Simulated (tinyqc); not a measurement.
RKS/BP86 in the sto-6g basis, for H2O, spin multiplicity 1, step by step (part 2 of 2). Computed by tinyqc, a small Python program that keeps every step (integrals from PySCF). Command: `OMP_NUM_THREADS=1 python tinyqc.py 25542 25543 out.jsonl` (the two numbers bound the seeds that draw the settings). One thread of a shared host (Intel(R) Xeon(R) Processor @ 2.60GHz), about 0.8 s of CPU time with the checks.

Geometry (angstrom):

| atom | x | y | z |
|---|---|---|---|
| O | 0.000000 | 0.000000 | 0.000000 |
| H | 0.000000 | 0.915000 | 0.549000 |
| H | 0.000000 | -0.902000 | 0.541000 |

## Iteration 2: building the Kohn-Sham matrix

D after iteration 1:
```
            1O 1s      1O 2s    1O 2px     1O 2py     1O 2pz      2H 1s      3H 1s
1O 1s    2.103113  -0.440042  0.000000  -0.000398   0.060097  -0.034705  -0.034944
1O 2s   -0.440042   1.923470  0.000000   0.003627  -0.345505   0.075947   0.073555
1O 2px   0.000000   0.000000  2.000000   0.000000   0.000000   0.000000   0.000000
1O 2py  -0.000398   0.003627  0.000000   1.174368   0.000907   0.445712  -0.444092
1O 2pz   0.060097  -0.345505  0.000000   0.000907   1.677467   0.309560   0.308325
2H 1s   -0.034705   0.075947  0.000000   0.445712   0.309560   0.236576  -0.101215
3H 1s   -0.034944   0.073555  0.000000  -0.444092   0.308325  -0.101215   0.235190
```

core Hamiltonian H = T + V (hartree):
```
             1O 1s      1O 2s     1O 2px     1O 2py     1O 2pz      2H 1s      3H 1s
1O 1s   -32.930152  -7.278227   0.000000   0.000332  -0.013796  -1.364891  -1.413811
1O 2s    -7.278227  -9.149601   0.000000   0.003363  -0.158137  -3.077668  -3.158559
1O 2px    0.000000   0.000000  -7.394408   0.000000   0.000000   0.000000   0.000000
1O 2py    0.000332   0.003363   0.000000  -7.540219   0.001527  -1.905202   1.944623
1O 2pz   -0.013796  -0.158137   0.000000   0.001527  -7.446880  -1.182978  -1.206544
2H 1s    -1.364891  -3.077668   0.000000  -1.905202  -1.182978  -4.635840  -0.993590
3H 1s    -1.413811  -3.158559   0.000000   1.944623  -1.206544  -0.993590  -4.686068
```

nuclear repulsion = 8.28350775 hartree

V_xc (hartree):
```
            1O 1s      1O 2s     1O 2px     1O 2py     1O 2pz      2H 1s      3H 1s
1O 1s   -3.123718  -0.379227   0.000000  -0.000008   0.002068  -0.078162  -0.080982
1O 2s   -0.379227  -0.818625   0.000000   0.000107   0.004451  -0.259050  -0.266146
1O 2px   0.000000   0.000000  -0.825947   0.000000   0.000000   0.000000   0.000000
1O 2py  -0.000008   0.000107   0.000000  -0.810388   0.000111  -0.173180   0.177090
1O 2pz   0.002068   0.004451   0.000000   0.000111  -0.819541  -0.104576  -0.106873
2H 1s   -0.078162  -0.259050   0.000000  -0.173180  -0.104576  -0.419532  -0.076003
3H 1s   -0.080982  -0.266146   0.000000   0.177090  -0.106873  -0.076003  -0.423571
```

E_xc = sum of w rho eps_xc = -9.71785611 hartree

Given earlier and not repeated: Two-electron integrals (ij|kl) in chemists' order.

J_ij = sum D_kl (ij|kl); F = H + J + V_xc; E = tr D H + tr D J / 2 + E_xc + E_nn.

Coulomb J (hartree):
```
            1O 1s      1O 2s    1O 2px     1O 2py     1O 2pz     2H 1s      3H 1s
1O 1s   17.868577   3.193122  0.000000  -0.000047  -0.005835  0.611347   0.633339
1O 2s    3.193122   8.422513  0.000000  -0.000456   0.008880  2.787357   2.860581
1O 2px   0.000000   0.000000  8.427834   0.000000   0.000000  0.000000   0.000000
1O 2py  -0.000047  -0.000456  0.000000   8.417041  -0.000243  1.876500  -1.915905
1O 2pz  -0.005835   0.008880  0.000000  -0.000243   8.422661  1.132304   1.155573
2H 1s    0.611347   2.787357  0.000000   1.876500   1.132304  4.733027   0.895860
3H 1s    0.633339   2.860581  0.000000  -1.915905   1.155573  0.895860   4.781661
```

Kohn-Sham matrix F (hartree):
```
             1O 1s      1O 2s    1O 2px     1O 2py     1O 2pz      2H 1s      3H 1s
1O 1s   -18.185293  -4.464332  0.000000   0.000278  -0.017563  -0.831706  -0.861454
1O 2s    -4.464332  -1.545713  0.000000   0.003014  -0.144805  -0.549361  -0.564124
1O 2px    0.000000   0.000000  0.207479   0.000000   0.000000   0.000000   0.000000
1O 2py    0.000278   0.003014  0.000000   0.066435   0.001394  -0.201882   0.205808
1O 2pz   -0.017563  -0.144805  0.000000   0.001394   0.156240  -0.155250  -0.157845
2H 1s    -0.831706  -0.549361  0.000000  -0.201882  -0.155250  -0.322345  -0.173734
3H 1s    -0.861454  -0.564124  0.000000   0.205808  -0.157845  -0.173734  -0.327978
```

total energy of this density = -75.82968146 hartree

## Iteration 2: diagonalisation and new density

X:
```
                1          2          3         4          5          6          7
1O 1s   -0.325783  -0.026815   0.746892  0.000000  -0.605532   0.003084   0.181623
1O 2s    1.090202   0.072652  -0.255796  0.000000  -0.261514   0.005198   0.460859
1O 2px   0.000000   0.000000   0.000000  1.000000   0.000000   0.000000   0.000000
1O 2py  -0.071352   0.918618   0.000820  0.000000  -0.001515   0.659671  -0.006208
1O 2pz   0.426531   0.028682   0.651429  0.000000   0.670784   0.002696   0.180140
2H 1s   -0.622681  -0.827805  -0.179866  0.000000   0.145670   0.393591   0.374215
3H 1s   -0.749303   0.734133  -0.176696  0.000000   0.143708  -0.382139   0.383719
```

overlap S:
```
           1O 1s     1O 2s    1O 2px     1O 2py    1O 2pz     2H 1s      3H 1s
1O 1s   1.000000  0.231145  0.000000   0.000000  0.000000  0.043058   0.044600
1O 2s   0.231145  1.000000  0.000000   0.000000  0.000000  0.407816   0.417027
1O 2px  0.000000  0.000000  1.000000   0.000000  0.000000  0.000000   0.000000
1O 2py  0.000000  0.000000  0.000000   1.000000  0.000000  0.302346  -0.307306
1O 2pz  0.000000  0.000000  0.000000   0.000000  1.000000  0.181408   0.184315
2H 1s   0.043058  0.407816  0.000000   0.302346  0.181408  1.000000   0.159949
3H 1s   0.044600  0.417027  0.000000  -0.307306  0.184315  0.159949   1.000000
```

A level shift of 1 hartree raises the virtual space: F + shift (S - S D(s) S), with D(s) the density of one spin (D/2). Diagonalise F' = X^T F X, C = X C', fill 5 alpha and 5 beta electrons from the bottom; D = 2 C_occ C_occ^T. Each column has its largest component positive (the first on a tie).

F' = X^T F X (hartree):
```
           1          2          3         4          5          6          7
1   0.733468  -0.068745   1.902869  0.000000  -1.417046  -0.001005   0.309385
2  -0.068745   1.438119   0.180402  0.000000  -0.143016   0.077731   0.040662
3   1.902869   0.180402  -7.963203  0.000000   8.066812  -0.051803  -3.958938
4   0.000000   0.000000   0.000000  0.207479   0.000000   0.000000   0.000000
5  -1.417046  -0.143016   8.066812  0.000000  -7.752249   0.050372   3.871480
6  -0.001005   0.077731  -0.051803  0.000000   0.050372  -0.210934  -0.024294
7   0.309385   0.040662  -3.958938  0.000000   3.871480  -0.024294  -2.397789
```

orbital energies (hartree): MO1 -18.189943, MO2 -0.582774, MO3 -0.214232, MO4 0.121204, MO5 0.207479, MO6 1.264619, MO7 1.448537

coefficients C:
```
              MO1        MO2        MO3        MO4       MO5        MO6        MO7
1O 1s    0.995789  -0.213207  -0.001752   0.110572  0.000000   0.122666   0.006179
1O 2s    0.019391   0.792560   0.008975  -0.540199  0.000000  -0.785935  -0.044076
1O 2px   0.000000   0.000000   0.000000   0.000000  1.000000   0.000000   0.000000
1O 2py  -0.000085  -0.004828   0.616047  -0.000884  0.000000  -0.037429   0.950377
1O 2pz   0.002693   0.204328   0.002323   0.815730  0.000000  -0.617697  -0.028149
2H 1s   -0.004500   0.190440   0.426622   0.228580  0.000000   0.788647  -0.727329
3H 1s   -0.004655   0.197497  -0.421290   0.228135  0.000000   0.731874   0.800844
```

D after iteration 2:
```
            1O 1s      1O 2s    1O 2px     1O 2py     1O 2pz      2H 1s      3H 1s
1O 1s    2.098565  -0.418832  0.000000  -0.000465   0.098621  -0.041115  -0.041560
1O 2s   -0.418832   1.840844  0.000000   0.004356  -0.557283   0.062396   0.058837
1O 2px   0.000000   0.000000  2.000000   0.000000   0.000000   0.000000   0.000000
1O 2py  -0.000465   0.004356  0.000000   0.759077  -0.000553   0.523397  -0.521379
1O 2pz   0.098621  -0.557283  0.000000  -0.000553   1.414356   0.452702   0.450919
2H 1s   -0.041115   0.062396  0.000000   0.523397   0.452702   0.541086  -0.179904
3H 1s   -0.041560   0.058837  0.000000  -0.521379   0.450919  -0.179904   0.537116
```

## Iteration 37 (converged): orbitals

converged F (hartree):
```
             1O 1s      1O 2s     1O 2px     1O 2py     1O 2pz      2H 1s      3H 1s
1O 1s   -18.715576  -4.574592   0.000000   0.000296  -0.020236  -0.852370  -0.882860
1O 2s    -4.574592  -1.815650   0.000000   0.003243  -0.130896  -0.614364  -0.631594
1O 2px    0.000000   0.000000  -0.064288   0.000000   0.000000   0.000000   0.000000
1O 2py    0.000296   0.003243   0.000000  -0.194812   0.001256  -0.234677   0.240197
1O 2pz   -0.020236  -0.130896   0.000000   0.001256  -0.120551  -0.170663  -0.173955
2H 1s    -0.852370  -0.614364   0.000000  -0.234677  -0.170663  -0.336178  -0.187949
3H 1s    -0.882860  -0.631594   0.000000   0.240197  -0.173955  -0.187949  -0.347155
```

Diagonalise F' = X^T F X, C = X C', fill 5 alpha and 5 beta electrons from the bottom; D = 2 C_occ C_occ^T. Each column has its largest component positive (the first on a tie).

F' = X^T F X (hartree):
```
           1          2          3          4          5          6          7
1  -0.239248  -0.055614   1.703493   0.000000  -1.468026   0.003712   0.487822
2  -0.055614   0.326338   0.163721   0.000000  -0.146441   0.051373   0.054456
3   1.703493   0.163721  -8.443710   0.000000   8.167146  -0.051912  -3.953784
4   0.000000   0.000000   0.000000  -0.064288   0.000000   0.000000   0.000000
5  -1.468026  -0.146441   8.167146   0.000000  -8.118061   0.051776   3.960331
6   0.003712   0.051373  -0.051912   0.000000   0.051776  -0.374323  -0.024986
7   0.487822   0.054456  -3.953784   0.000000   3.960331  -0.024986  -2.669300
```

orbital energies (hartree): MO1 -18.719755, MO2 -0.800372, MO3 -0.377631, MO4 -0.145143, MO5 -0.064288, MO6 0.189107, MO7 0.335490

coefficients C:
```
              MO1        MO2        MO3        MO4       MO5        MO6        MO7
1O 1s    0.996049  -0.220956  -0.002125   0.107782  0.000000   0.108544   0.005394
1O 2s    0.018230   0.838272   0.010962  -0.561473  0.000000  -0.721148  -0.040009
1O 2px   0.000000   0.000000   0.000000   0.000000  1.000000   0.000000   0.000000
1O 2py  -0.000083  -0.005075   0.592289  -0.000468  0.000000  -0.035822   0.965423
1O 2pz   0.002718   0.167466   0.000245   0.765896  0.000000  -0.688520  -0.028495
2H 1s   -0.004234   0.161770   0.444640   0.310997  0.000000   0.764227  -0.718930
3H 1s   -0.004382   0.168921  -0.440900   0.307477  0.000000   0.712212   0.787919
```

D after iteration 37:
```
            1O 1s      1O 2s    1O 2px     1O 2py     1O 2pz      2H 1s      3H 1s
1O 1s    2.105114  -0.455208  0.000000  -0.000541   0.096508  -0.014772  -0.015223
1O 2s   -0.455208   2.036808  0.000000   0.004998  -0.579191  -0.068426  -0.071902
1O 2px   0.000000   0.000000  2.000000   0.000000   0.000000   0.000000   0.000000
1O 2py  -0.000541   0.004998  0.000000   0.701665  -0.002126   0.524779  -0.524282
1O 2pz   0.096508  -0.579191  0.000000  -0.002126   1.229297   0.530760   0.527327
2H 1s   -0.014772  -0.068426  0.000000   0.524779   0.530760   0.641224  -0.146145
3H 1s   -0.015223  -0.071902  0.000000  -0.524282   0.527327  -0.146145   0.634976
```

## Convergence

Stop when the energy changes by less than 1e-10 hartree and every element of the error matrix X^T (F D S - S D F) X is below 3e-06.

Course of the cycle:

| iteration | E (hartree) | change | largest element of the error matrix |
|---|---|---|---|
| 1 | -74.33905298 | - | 8.56e-01 |
| 2 | -75.82968146 | -1.49e+00 | 5.46e-01 |
| 3 | -76.01737897 | -1.88e-01 | 9.33e-02 |
| 4 | -76.02572784 | -8.35e-03 | 4.28e-02 |
| 5 | -76.02748014 | -1.75e-03 | 2.66e-02 |
| 6 | -76.02822910 | -7.49e-04 | 1.89e-02 |
| 7 | -76.02857493 | -3.46e-04 | 1.48e-02 |
| 8 | -76.02876657 | -1.92e-04 | 1.15e-02 |
| 9 | -76.02887620 | -1.10e-04 | 8.79e-03 |
| 10 | -76.02893939 | -6.32e-05 | 6.70e-03 |
| 11 | -76.02897589 | -3.65e-05 | 5.06e-03 |
| 12 | -76.02899670 | -2.08e-05 | 3.82e-03 |
| 13 | -76.02900848 | -1.18e-05 | 2.88e-03 |
| 14 | -76.02901508 | -6.60e-06 | 2.17e-03 |
| ... | ... | ... | ... |
| 24 | -76.02902377 | -2.16e-08 | 1.22e-04 |
| 25 | -76.02902378 | -1.21e-08 | 9.16e-05 |
| 26 | -76.02902379 | -6.83e-09 | 6.87e-05 |
| 27 | -76.02902379 | -3.84e-09 | 5.15e-05 |
| 28 | -76.02902379 | -2.16e-09 | 3.86e-05 |
| 29 | -76.02902379 | -1.21e-09 | 2.89e-05 |
| 30 | -76.02902379 | -6.80e-10 | 2.17e-05 |
| 31 | -76.02902379 | -3.82e-10 | 1.62e-05 |
| 32 | -76.02902379 | -2.15e-10 | 1.22e-05 |
| 33 | -76.02902379 | -1.21e-10 | 9.12e-06 |
| 34 | -76.02902379 | -6.77e-11 | 6.84e-06 |
| 35 | -76.02902379 | -3.80e-11 | 5.13e-06 |
| 36 | -76.02902379 | -2.13e-11 | 3.84e-06 |
| 37 | -76.02902379 | -1.20e-11 | 2.88e-06 |

PySCF RKS in the same basis, fine grid = -76.02737183 hartree

Converged in 37 iterations. The coarse grid moves the energy by -1.65e-03 hartree.

## Populations, bond orders and dipole

Mulliken: Z minus the diagonal of D S on the atom; Loewdin: the same with S^(1/2) D S^(1/2); Mayer order: 2 sum_s sum (D(s) S)_ij (D(s) S)_ji over the two atoms.

Charges (e):

| atom | Mulliken | Loewdin |
|---|---|---|
| 1O | -0.316499 | -0.229507 |
| 2H | 0.155744 | 0.113416 |
| 3H | 0.160755 | 0.116091 |

Mayer bond orders:

| pair | order |
|---|---|
| 2-1 | 0.957026 |
| 3-1 | 0.955440 |
| 3-2 | 0.018718 |

dipole moment about the origin, x y z (debye): 0.000000  -0.009653  1.432379
